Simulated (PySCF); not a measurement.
**How the method moves the proton affinities of hydroxyde ion**

Structure: `[OH-]` ([OH]-). Optimised structure (Å), atoms numbered from 1:
```
O    -0.0802   -0.3013    0.3525
H     0.0857    0.3038   -0.3808
```

All levels share the PBE0-D3(BJ)/ma-def2-SVP structures and the PBE0-D3(BJ)/ma-def2-SVP thermal terms; only the single-point energies (PySCF) change. Values are proton affinities (298 K, kJ/mol).

| level | O1 | abs. error | time |
| --- | --- | --- | --- |
| MP2/aug-cc-pVTZ | 1617 | 16.2 | 0.94 s |
| CCSD(T)/aug-cc-pVTZ | 1633 | 0.0 | 9.5 s |
| PBE0-D3(BJ)/ma-def2-TZVP | 1638 | 5.1 | – |
| HF/aug-cc-pVTZ | 1673 | 40.2 | 0.24 s |
| ATcT 1.112 | 1633 |  |  |

Times are wall times for all single points of a level on 1 thread of Arm Neoverse V2, a shared host; the dash marks the run that also made the structures.

Hartree-Fock leaves out electron correlation, so its proton affinities can be off by tens of kJ/mol.

The spread: 56 kJ/mol, from 1617 to 1673.
